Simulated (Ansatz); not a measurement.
A computed series for InP: pressure series

Consider InP in the zinc blende structure (space group F-43m, No. 216; a = 5.9070 Å).

Cell and atoms are relaxed at each pressure.

The values are results of r2SCAN (Ansatz, a program for electronic structure; PAW; 500 eV plane waves; no SOC), not measurements.

| P (GPa) | V (Å³/atom) |
|---|---|
| -2.00 | 26.588 |
| -1.00 | 26.158 |
| 0.89 | 25.438 |
| 2.09 | 25.036 |
| 4.50 | 24.317 |
| 8.99 | 23.216 |
| 14.99 | 22.064 |
| 22.48 | 20.939 |
| 29.99 | 20.038 |

A third-order Birch–Murnaghan fit to these points gives V₀ = 25.76 Å³/atom, B₀ = 69 GPa and B₀′ = 4.4. At pressure 30 GPa the volume is 77.8 % of V₀.

Measured bulk modulus of InP: 72 GPa (static lattice; corrected from measurement; as listed in Daniel Mejia-Rodriguez, S. B. Trickey, Phys. Rev. B (2018)); the computed value is 4 % below it.

Between the base and pressure 4.5 GPa the gap moves from 1.03 eV to 1.36 eV, a mean slope of 75 meV/GPa.

Load acts through the strain it causes; cell and atoms are relaxed under it. No phonon test of stability was made. Measured, InP leaves this structure (for rock salt) near 9.8 GPa (temperature not stated; as listed in Datta, Sujoy, Jana, Debnarayan, arXiv (2020)).
